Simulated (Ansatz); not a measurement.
Reaction (SMILES): C(C=C)#N → [CH]=CC#N + H atom (the C-H bond breaks)

Quantity: bond dissociation energy (electronic), in kcal/mol. Terms: LANL2DZ all-electron up to Ne; six Cartesian d functions in 6-31G* and its kin unless marked 5d; non-relativistic; spin-orbit terms left out; 6-311+G** with 5d; no dispersion term unless named; UHF or UKS for open shells. Ab initio and DFT rows: single points at B3LYP-D3(BJ) geometries (Ansatz, an electronic-structure program). A UHF reference is markedly spin-contaminated in at least one set, which strains HF and MP2. The Hartree-Fock reference of C=CC#N is unstable towards a lower, spin-broken solution.

| level | program | bond dissociation energy (electronic) (kcal/mol) |
|---|---|---|
| HF/6-311+G** | Ansatz | 90.4 |
| PBE/LANL2DZ | Ansatz | 119.4 |
| PBE/6-311+G** | Ansatz | 116.7 |
| B3LYP/6-31G* | Ansatz | 119.4 |
| B3LYP/def2-SVP | Ansatz | 118.2 |
| B3LYP/6-311+G** | Ansatz | 118.6 |
| B3LYP/def2-TZVPD | Ansatz | 118.6 |

No value to compare with is used here. The 6 habitual levels span 90.4 (HF/6-311+G**) to 119.4 kcal/mol (PBE/LANL2DZ); B3LYP/def2-TZVPD gives 118.6.

The levels are drawn from those run, B3LYP/6-31G* more often than the rest, none by its result; runs whose electronic state is in doubt are left out.
